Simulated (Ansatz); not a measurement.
# H2O: the cost of one run

Program: Ansatz 0.2.0. Level of theory: the levels named in each step. These are calculated values, not measurements.

## Step 1: The starting structure

Bond lengths: O1–H2 0.959 Å, O1–H3 0.959 Å. Angles: H2–O1–H3 107.2°.

As a file:

```xyz
3

O     0.0018    0.0636   -0.0005
H    -0.7859   -0.4838   -0.0011
H     0.7579   -0.5265    0.0092
```

## Step 2: A rough first relaxation, PBE-D4/def2-SVP

This run stands in another session on the same molecule. It ended at:

```xyz
3

O     0.0026    0.0930   -0.0007
H    -0.7719   -0.4988   -0.0009
H     0.7431   -0.5408    0.0092
```

## Step 3: Relaxation, PBE0-D4/def2-TZVPP

This run stands in another session on the same molecule. It ended at:

```xyz
3

O     0.0021    0.0743   -0.0006
H    -0.7722   -0.4895   -0.0010
H     0.7439   -0.5315    0.0091
```

## Step 4: Frequencies, PBE0-D4/def2-TZVPP

Input file input.yaml:

```yaml
crystal:
  periodic: [false, false, false]
  atoms:
    - { symbol: O, position_ang: [0.0020684, 0.07430283, -0.00059516] }
    - { symbol: H, position_ang: [-0.77222141, -0.48949716, -0.00099474] }
    - { symbol: H, position_ang: [0.74391302, -0.53147568, 0.00914992] }
basis:
  gaussian: { orbitals: def2-TZVPP }
hamiltonian:
  xc: pbe0
  dispersion: d4
phonons: {}
```

Started as:

```sh
ansatz run input.yaml --threads 1 --pin off --max-ram 2560MiB --backend cpu --events-out ev --progress --plain --runs-dir out
```

What time and memory should one allow on 1 thread of Arm Neoverse V1, shared host?

About 2.3 s, with a peak of 0.08 GiB.
